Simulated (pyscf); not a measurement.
`[PH]=[PH]` + `[OH2]` → `[OH][PH][PH2]` (addition across a multiple bond or ene-type step; singlet surface; H–O broken, O–P, H–P formed). Single points on ωB97X-D3(BJ)/def2-SVP structures (PySCF, gas phase). MP2 and CC: frozen core, UHF for open shells. ΔMP2 is the change of the MP2 total energy from the triple- to the quadruple-zeta basis. Rate constants from transition-state theory at the high-pressure limit, CCSD(T)/def2-TZVPP + ΔMP2(QZVPP) energies (ideal gas, 1 atm, RRHO with modes under 100 cm⁻¹ raised to 100, one conformer, R ln 2 for rigid chiral ones; no tunnelling), k in cm³ molecule⁻¹ s⁻¹.

```json
[
 {"T (K)": "298", "1000/T": "3.354", "log10 k": "-31.08"},
 {"T (K)": "600", "1000/T": "1.667", "log10 k": "-21.98"},
 {"T (K)": "900", "1000/T": "1.111", "log10 k": "?"},
 {"T (K)": "1200", "1000/T": "0.833", "log10 k": "-17.06"}
]
```

Question: Fit an Arrhenius line to the three values, give the activation energy, and predict k at 900 K.

Answer: Least squares gives log10 k = -12.57 − 5.54 × 1000/T, so Ea = 5.54 × ln 10 × 1.987 = 25.3 kcal/mol, against an electronic barrier of 24.9. At 900 K the line gives -18.73; the computed value is -18.78 (ΔG‡ = 54.1 kcal/mol), close to the line. This is the saddle that the search found; another between the same sides may lie lower. The CCSD(T) − MP2 part came from Ansatz, without density fitting, on the same reference.
